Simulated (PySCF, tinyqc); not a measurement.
Coupled-perturbed Hartree-Fock on RHF in the sto-3g basis, for LiH, spin multiplicity 1, step by step. The lowest restricted solution is unstable here: a spin-polarised one lies 0.0221 hartree lower (PySCF). One step of it, computed by the program tinyqc.

Question. Coupled step 2. U_ai = -(mu_ai + sum_bj [4 (ai|bj) - (ab|ij) - (aj|bi)] U_bj) / (e_a - e_i); alpha = -4 sum U_ai mu_ai.

U after step 1:
```
           i1         i2
a3   0.000000   0.000000
a4  -0.063690  -3.874353
a5   0.014507   0.882515
a6   0.000000   0.000000
```

dipole integrals <a|y|i> (bohr):
```
           i1         i2
a3   0.000000   0.000000
a4   0.199946   0.986585
a5  -0.045544  -0.224728
a6   0.000000   0.000000
```

orbital energies (hartree): MO1 -2.374715, MO2 -0.214033, MO3 0.066352, MO4 0.157197, MO5 0.157197, MO6 0.327486

Two-electron integrals over orbitals (pq|rs), unique and non-zero (hartree):
```
(11|11) 1.659526    (21|11) -0.097731   (21|21) 0.009828    (22|11) 0.295040
(22|21) 0.001712    (22|22) 0.432660    (31|11) -0.142644   (31|21) 0.010889
(31|22) -0.009637   (31|31) 0.021987    (32|11) 0.038601    (32|21) -0.002500
(32|22) -0.067747   (32|31) -0.000485   (32|32) 0.029975    (33|11) 0.386070
(33|21) -0.008166   (33|22) 0.212508    (33|31) 0.000376    (33|32) 0.017602
(33|33) 0.319947    (41|41) 0.009797    (42|41) 0.007327    (42|42) 0.020843
(43|41) 0.010446    (43|42) 0.021373    (43|43) 0.041353    (44|11) 0.396346
(44|21) -0.003482   (44|22) 0.233247    (44|31) -0.005075   (44|32) 0.019833
(44|33) 0.276937    (44|44) 0.312946    (51|51) 0.009797    (52|51) 0.007327
(52|52) 0.020843    (53|51) 0.010446    (53|52) 0.021373    (53|53) 0.041353
(54|54) 0.016869    (55|11) 0.396346    (55|21) -0.003482   (55|22) 0.233247
(55|31) -0.005075   (55|32) 0.019833    (55|33) 0.276937    (55|44) 0.279207
(55|55) 0.312946    (61|11) 0.065185    (61|21) -0.008578   (61|22) -0.006866
(61|31) -0.004183   (61|32) 0.002956    (61|33) 0.011440    (61|44) 0.001632
(61|55) 0.001632    (61|61) 0.010366    (62|11) -0.088123   (62|21) 0.000852
(62|22) 0.102722    (62|31) 0.004821    (62|32) -0.053131   (62|33) -0.015732
(62|44) -0.043690   (62|55) -0.043690   (62|61) 0.001769    (62|62) 0.132246
(63|11) 0.029146    (63|21) -0.002115   (63|22) -0.064873   (63|31) 0.003870
(63|32) 0.025260    (63|33) 0.037227    (63|44) 0.012239    (63|55) 0.012239
(63|61) 0.004845    (63|62) -0.044896   (63|63) 0.037730    (64|41) -0.005366
(64|42) -0.017358   (64|43) -0.010496   (64|64) 0.018341    (65|51) -0.005366
(65|52) -0.017358   (65|53) -0.010496   (65|65) 0.018341    (66|11) 0.345494
(66|21) 0.000218    (66|22) 0.400503    (66|31) -0.009966   (66|32) -0.051387
(66|33) 0.240201    (66|44) 0.253341    (66|55) 0.253341    (66|61) -0.005330
(66|62) 0.078670    (66|63) -0.047436   (66|66) 0.392174
```

Give: U after step 2; polarisability.

Answer.

U after step 2:
```
         i1       i2
a3   0.0000   0.0000
a4  -0.0492  -4.4350
a5   0.0112   1.0102
a6   0.0000   0.0000
```

polarisability = 18.4513 bohr^3
